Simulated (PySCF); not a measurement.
**Silicon: a sound run and one with changed settings**

Sound run: Si [Ne] 3s2 3p2, Si⁺ [Ne] 3s2 3p1. Computed with PySCF 2.14 in jorge-DZP-DKH, with the spin-free X2C one-electron Hamiltonian (Gaussian nucleus). The sound run starts from symmetry-adapted Hartree-Fock orbitals and uses a fine grid where one is needed.

Changed run: radial step 1.2 in ln r (0.13 in the sound run). This setting is unsound on purpose.

```tsv
species	method	sound run (hartree)	changed run (hartree)	converged
Si	UHF	-289.44986	-289.44986	yes
Si	BP86	-290.00508	-291.11271	yes
Si	TPSS	-289.99363	-291.10556	yes
Si⁺	UHF	-289.16977	-289.16977	yes
Si⁺	BP86	-289.70234	-290.78031	yes
Si⁺	TPSS	-289.69285	-290.78114	yes
```

Ionisation energy of Si:

```tsv
method	sound run (eV)	changed run (eV)
UHF	7.621	7.621
BP86	8.238	9.045
TPSS	8.185	8.828
```

A coarse radial grid mis-integrates the density and the exchange-correlation energy, with errors of either sign; Hartree-Fock needs no grid.

For comparison, NIST gives 8.152 eV between the lowest levels.
